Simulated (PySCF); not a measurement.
Problem. What does the GFN2-xTB structure of propanamide (`CCC(N)=O`) look like in three dimensions?

Solution. 
Z-matrix in Å and degrees, rows numbered from 1:
```
C 
C   1  1.5225
C   2  1.5210  1  111.67
N   3  1.3578  2  113.40  1  -179.64
O   3  1.2077  2  124.60  1     0.36
H   1  1.0867  2  110.07  3    59.69
H   1  1.0867  2  110.12  3   -59.24
H   1  1.0874  2  110.58  3  -179.79
H   2  1.0928  1  110.32  3  -120.44
H   2  1.0929  1  110.36  3   120.39
H   4  1.0036  3  122.36  2    -0.48
H   4  1.0063  3  118.96  2  -179.67
```

N4 (amide nitrogen) is planar (angles 122.4°, 119.0° and 118.7°, sum 360.0°, 0.00 Å off the plane of its three neighbours). Of the pairs four or more bonds apart, O5···H7 is among the closest relative to their van der Waals radii: 2.75 Å, 101 % of the sum of Bondi's values. The 5 heavy atoms lie in one plane (0.002 Å rms).

Structure optimised with GFN2-xTB, isolated species.

Point group: Cs (tolerance 0.08 Å). No frequency check. The numbers are those of one conformer (C1–C2–C3–N4 180°, C2–C3–N4–H 0° and 180°).

All values are computed, not measured.
